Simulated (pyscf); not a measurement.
PySCF, gas phase, ωB97X-D3(BJ)/def2-SVP geometries.

For the elementary gas-phase step H₂N–SiH(Cl)–Cl (SMILES N[SiH](Cl)Cl) + H₂O (SMILES O) → NH₃ (SMILES N) + HO–SiH(Cl)–Cl (SMILES O[SiH](Cl)Cl) (singlet surface; N–Si, H–O broken, H–N, O–Si formed), what barrier and reaction energy does ωB97M-D3(BJ)/def2-TZVP give, measured from the separated reactants?

ΔE‡ = 67.6 kJ/mol, ΔE = -45.7 kJ/mol. Zero-point energy shifts the barrier by +3.6 kJ/mol. It is a four-centre exchange, with an imaginary mode of 1201i cm⁻¹. On the reactant side the descent ends in a complex (not fully relaxed), 28.3 kJ/mol under the separated species and 95.0 kJ/mol under the saddle at ωB97X-D3(BJ)/def2-TZVP. On the product side the descent ends in an adduct with a N–Si contact, 29.0 kJ/mol under the separated species and 139.5 kJ/mol under the saddle at ωB97X-D3(BJ)/def2-TZVP. What is counted as broken (N–Si) persists as a longer contact in the product adduct; parting that adduct is a step of its own. The same reactants have a lower exit, to H₂N–SiH(OH)–Cl + HCl (barrier +36.7 kJ/mol at ωB97M-D3(BJ)/def2-TZVP, against +67.6 kJ/mol here). One saddle was located; it need not be the lowest between these sides.
